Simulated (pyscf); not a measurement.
Optimised with ωB97X-D3(BJ)/def2-SVP in PySCF. MP2 and CC: frozen core, UHF for open shells. ΔMP2 is the change of the MP2 total energy from the triple- to the quadruple-zeta basis.

SMILES: [F][SnH]([F])[OH]
```xyz
6

O      1.5291    -0.2334     0.2261
Sn    -0.1554     0.6663    -0.1674
F      0.1322     1.8195    -1.6807
F     -1.3747    -0.6441    -0.8740
H      1.8922    -0.7144    -0.5290
H     -0.7970     1.4910     1.1529
```
Charge 0, spin multiplicity 1.

Problem. What is the homolytic dissociation enthalpy (298 K, CCSD(T)/def2-TZVPP + ΔMP2(QZVPP)) of the H–Sn bond of HO–SnH(F)–F (SMILES [OH][SnH]([F])[F]), to HO–Sn•(F)–F + H•?

Solution. H–Sn to HO–Sn•(F)–F + H•: 75.7 kcal/mol. Other isomers of HO–Sn•(F)–F were not searched in full and may lie lower. The CCSD(T) − MP2 part came from Ansatz, without density fitting, on the same reference. The frozen core leaves the outer d or s,p core shells of the metals and heavy elements correlated in the MP2 and CC values, and def2-TZVPP describes them poorly, which can shift differences by a few kcal/mol. Elements past Kr carry the def2 core potentials, without spin-orbit coupling.
